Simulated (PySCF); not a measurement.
Gas-phase reaction: 2 NH + SiHCl₂ → HSiNH₂ + N + Cl₂

Computed with PySCF and rigid-rotor harmonic-oscillator thermochemistry at 1 bar. † marks an energy on the PBE0/def2-TZVP geometry and frequencies; other levels use their own. MP2 and CCSD(T) freeze the core. Open shells (unrestricted): NH (multiplicity 3), SiHCl₂ (multiplicity 2), N (multiplicity 4); the rest are closed-shell singlets. SiHCl₂, HSiNH₂: computed as isolated molecules; such fragments, hydroxides, amides, oligomers or adducts are transient or little studied in the gas. MP2 isn't extrapolated to the basis-set limit; its ΔH°(298 K) is 25.4 kJ in def2-SVP and 15.0 kJ in def2-TZVPP. CCSD(T) isn't extrapolated to the basis-set limit; its ΔH°(298 K) is 22.1 kJ in def2-SVP and 18.4 kJ in def2-TZVPP. The harmonic model lacks anharmonicity and excited electronic states, which grow with temperature; levels with a mode under 35 cm⁻¹ are left out. Internal rotation in HSiNH₂ is treated as a harmonic vibration of one conformer, which makes the entropy rough.

```
level                ΔE electronic, kJ  ΔH°(298 K), kJ  ΔS°(298 K), J/K  ΔG°(1600 K), kJ
-------------------  -----------------  --------------  ---------------  ---------------
BLYP/def2-TZVP†                      5              24              -37               90
CCSD(T)/def2-TZVPP†                 -1              18              -37               84
M06-2X/def2-TZVP†                    3              22              -37               88
MP2/def2-SVP†                        6              25              -37               91
MP2/def2-TZVPP†                     -4              15              -37               81
PBE/def2-SVP                         9              28              -37               92
PBE0/def2-SVP†                      35              54              -37              120
PBE0/def2-TZVP                      32              51              -37              117
ωB97X-V/def2-TZVP†                  13              32              -37               98
```
ΔH° is lowest at MP2/def2-TZVPP† and highest at PBE0/def2-SVP†. No reference value is set beside these.
